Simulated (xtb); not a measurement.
Input for xtb: GFN-FF on ClCH3Clts, charge -1. Charge -1.

```
$ xtb mol.xyz --gfnff --sp --chrg -1 --uhf 0
6

Cl     2.32258100    -0.00013200     0.00014000
C     -0.00008500     0.00049100    -0.00050900
H      0.00007700    -0.74429000    -0.76760500
H     -0.00032000    -0.29144300     1.02802100
H      0.00008100     1.03721800    -0.26195900
Cl    -2.32254200    -0.00012900     0.00013000
```

### Question
Give the final energy of this run.

### Answer
-1.4452 hartree.
